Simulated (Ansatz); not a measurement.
# NSi2: the cost of one run

Program: Ansatz 0.2.0, Gaussian basis. Level of theory: cc-pVTZ, core rule «outside noble gas», up to 11 orbitals frozen. These are calculated values, not measurements.

Plan: UHF; CCSD(T) on ROHF; CCSD(T) on UHF; BCCD(T) on ROHF; CCSDT(Q) on ROHF; CCSDT(Q) on UHF; CASSCF and NEVPT2, 13 electrons in 12 orbitals.

7 further runs of the same task are left out: 2 for a known fault of the program, 5 set aside as unsound or not needed.

## 1. What is computed

The geometry is a PBE0/def2-TZVP stationary point (not a proven minimum) of the parent state, kept for this charge and spin.

3 atoms, charge 0, spin multiplicity 4.

Atoms are counted from 1 here; the program's logs count them from 0.

Bond lengths: N1–Si2 1.607 Å, Si2–Si3 2.274 Å. Angles: N1–Si2–Si3 180.0°.

## 2. UHF

in.yaml reads:

```yaml
crystal:
  periodic: [false, false, false]
  atoms:
    - {symbol: N, position_ang: [0.000000, 0.000000, -1.829133]}
    - {symbol: Si, position_ang: [0.000000, 0.000000, -0.222533]}
    - {symbol: Si, position_ang: [0.000000, 0.000000, 2.051667]}
basis:
  gaussian: {orbitals: cc-pVTZ}
magnetization: {spin_polarized: true, initial_magnetization: 3}
hamiltonian: {xc: hf}
output: {orbitals: {seedname: orbitals}}
```

Command:

```
ansatz run in.yaml --threads 1 --pin off --events-out ev --progress --plain --max-ram 2816MiB --backend cpu
```

What time and memory should one allow on 1 thread of AMD EPYC 7R13, shared host?

About 9.5 s, with a peak of 0.3 GiB.
